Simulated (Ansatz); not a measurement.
# CHNO (SMILES N#CO): functionals against CCSD(T) at one geometry

An exercise on one series of results from a longer session: the logs are not shown, and one member is left open.

Program: Ansatz 0.2.0, Gaussian basis. Level of theory: single points in def2-TZVPP. These are calculated values, not measurements.

Cores are frozen in the correlated methods. B3LYP uses VWN-RPA correlation.

## The system as given

SMILES `N#CO`, 4 atoms, charge 0, spin multiplicity 1.

Atoms are counted from 1 here; the program's logs count them from 0.

Bond lengths: N1–C2 1.208 Å, C2–O3 1.338 Å, O3–H4 1.058 Å. Angles: N1–C2–O3 175.6°, C2–O3–H4 110.2°.

Coordinates:

```
N    -1.4177   -0.0871    0.9221
C    -0.4532    0.1019    0.2192
O     0.5933    0.4110   -0.5547
H     1.2754   -0.3965   -0.5871
```

The first run:

Contents of run/in.yaml:

```yaml
crystal:
  periodic: [false, false, false]
  atoms:
    - {symbol: N, position_ang: [-1.417700, -0.087100, 0.922100]}
    - {symbol: C, position_ang: [-0.453200, 0.101900, 0.219200]}
    - {symbol: O, position_ang: [0.593300, 0.411000, -0.554700]}
    - {symbol: H, position_ang: [1.275400, -0.396500, -0.587100]}
basis:
  gaussian: {orbitals: def2-TZVPP}
correlation: {method: ccsd_t}
output: {forces: true}
```

The command line of these runs was not kept.

Among the steps run: CCSD(T)/def2-TZVPP; PBE0-D4/def2-TZVPP; wB97M-V/def2-TZVPP; r2SCAN-D4/def2-TZVPP; PBE-D4/def2-TZVPP; B3LYP-D4/def2-TZVPP; r2SCANh-D4/def2-TZVPP.

One of the session's tables, all rows but one given; the rest of the session is left out.

| method | RMS force component (eV/Å) | angle to CCSD(T) forces (°) | dipole (D) |
| --- | --- | --- | --- |
| CCSD(T) | 1.914 | reference | 3.90 |
| PBE0-D4 | 2.312 | 10.0 | 4.07 |
| wB97M-V | 2.434 | 10.7 | 4.06 |
| r2SCAN-D4 | 2.044 | 8.0 | 4.10 |
| PBE-D4 | 1.682 | 5.0 | 4.00 |
| B3LYP-D4 | ? | ? | ? |
| r2SCANh-D4 | 2.242 | 9.5 | 4.11 |

Estimate the missing values for B3LYP-D4.

As computed: RMS force component (eV/Å): 2.248; angle to CCSD(T) forces (°): 9.8; dipole (D): 4.04. In the column «RMS force component (eV/Å)» it lies between r2SCANh-D4 (2.242) and PBE0-D4 (2.312).
